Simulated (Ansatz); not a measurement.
The input, for Ansatz 0.2.0:

```yaml
crystal:
  periodic: [false, false, false]
  atoms:
    - {symbol: Si, position_ang: [-0.473204, 0.000000, 0.307540]}
    - {symbol: B, position_ang: [1.160197, 0.000000, -0.912179]}
    - {symbol: H, position_ang: [0.741389, 0.000000, 1.214519]}
basis:
  gaussian: {orbitals: 6-31G}
magnetization: {spin_polarized: true, initial_magnetization: 0}
correlation: {method: ccsdt_q, electrons: outside_noble_gas}
```

```sh
$ ansatz run in.yaml --threads 1 --pin off --events-out ev --progress --plain --max-ram 2393MiB
```

The program prints:

```
517 factors; integrals over basis functions are off by at most 1.1e-7 eV
mean field evaluation 1: about -8540.1894 eV, gradient 9.6e0 eV
mean field evaluation 2: about -8540.1918 eV, gradient 9.6e0 eV
mean field evaluation 4: about -8541.4234 eV, gradient 1.2e0 eV
mean field evaluation 8: about -8541.5153 eV, gradient 1.2e-1 eV
mean field evaluation 16: about -8541.7052 eV, gradient 1.2e0 eV
mean field evaluation 32: about -8542.6161 eV, gradient 3.0e-2 eV
mean field evaluation 64: about -8541.5165 eV, gradient 9.2e-3 eV
mean field evaluation 96: about -8542.1398 eV, gradient 3.0e-6 eV
mean field evaluation 128: about -8542.6161 eV, gradient 1.5e-4 eV
mean field evaluation 160: about -8543.2420 eV, gradient 4.1e-1 eV
...
mean field -8543.32426172 eV, -313.9613757451 hartree, gradient 2.1e-6 eV, S^2 1.199634; 25 other end points of the search recorded, 0 dependent functions left out
determinant -8543.32426172 eV, -313.9613757451 hartree, with singles and doubles -8546.13242111 eV, -314.0645736992 hartree
determinant -8543.23604566 eV, -313.9581338645 hartree, with singles and doubles -8546.19518877 eV, -314.0668803683 hartree
determinant -8542.61610877 eV, -313.9353516041 hartree, with singles and doubles -8545.53983911 eV, -314.0427967122 hartree
determinant -8541.88335769 eV, -313.9084234985 hartree, with singles and doubles -8545.61872938 eV, -314.0456958763 hartree
determinant -8540.96555459 eV, -313.8746948568 hartree, with singles and doubles -8543.74984465 eV, -313.9770156292 hartree
determinant -8540.89375251 eV, -313.8720561789 hartree, with singles and doubles -8543.78603719 eV, -313.9783456804 hartree
determinant -8543.32426172 eV, -313.9613757451 hartree, with singles and doubles -8546.14770158 eV, -314.0651352460 hartree
determinant -8543.23604566 eV, -313.9581338645 hartree, with singles and doubles -8546.22931269 eV, -314.0681343989 hartree
6 core orbitals not correlated: weight in the atoms' cores, before any rotation towards them, 1.000 or more for the frozen orbitals, at most 0.000 for the correlated occupied ones
reference -8543.23604566 eV, -313.9581338645 hartree; 4, 4 occupied and 14, 14 virtual orbitals, 517 factors
second order -2.07913669 eV of doubles, -0.00000000 eV of singles
...
cycle  23  -3.38323325 eV  change   -8.6e-6 eV  update   2.0e-5
cycle  24  -3.38323920 eV  change   -6.0e-6 eV  update   1.3e-5
cycle  25  -3.38325688 eV  change   -1.8e-5 eV  update   7.4e-6
cycle  26  -3.38325874 eV  change   -1.9e-6 eV  update   4.0e-6
cycle  27  -3.38325936 eV  change   -6.3e-7 eV  update   2.1e-6
cycle  28  -3.38325766 eV  change    1.7e-6 eV  update   1.5e-6
cycle  29  -3.38325563 eV  change    2.0e-6 eV  update   9.0e-7
cycle  30  -3.38325467 eV  change    9.7e-7 eV  update   6.2e-7
cycle  31  -3.38325415 eV  change    5.1e-7 eV  update   3.8e-7
cycle  32  -3.38325376 eV  change    3.9e-7 eV  update   2.4e-7
perturbative correction -0.05955076 eV, -0.0021884501 hartree
WARN: in the space of 8 natural orbitals, full CI finds another state of this spin 0.182 eV below this run's state, or below the method's energy where it doesn't find this run's state
WARN: the results are in doubt because among natural orbitals full CI differs from the method by +0.818 eV
Total energy: -8546.67885018 eV, -314.0846545972 hartree
In doubt: among natural orbitals full CI differs from the method by +0.818 eV
```

The determinant lies 0.09 eV above the lowest one of its kind in the log. Its ⟨S²⟩ is 1.04 against 0.00 for a pure state. The T1 diagnostic is 0.042. The program found a lower state of this spin, so this energy isn't the lowest state's.

Ran on 1 thread of Arm Neoverse V1, shared host: 6 s wall, 0.1 GiB peak host memory.
